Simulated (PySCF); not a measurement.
Gas-phase reaction: 2 C2H5OH + C4H6 (butadiene) → 3 C2H6 + 2 CO

Computed with PySCF and rigid-rotor harmonic-oscillator thermochemistry at 1 bar. Table values come from the NASA 1993 polynomials. † marks an energy on the PBE0/def2-TZVP geometry and frequencies; other levels use their own. CCSD(T) freezes the core. 6-31G* has spherical d functions here. All species are closed-shell singlets. CCSD(T) isn't extrapolated to the basis-set limit.

CCSD(T)/def2-SVP† gives ΔH°(298 K) = -184.0 kJ.

Q: What does HF/6-31G* give, and where does the table lie?

A: HF/6-31G*: -264.5 kJ. Table: -112.7 kJ.
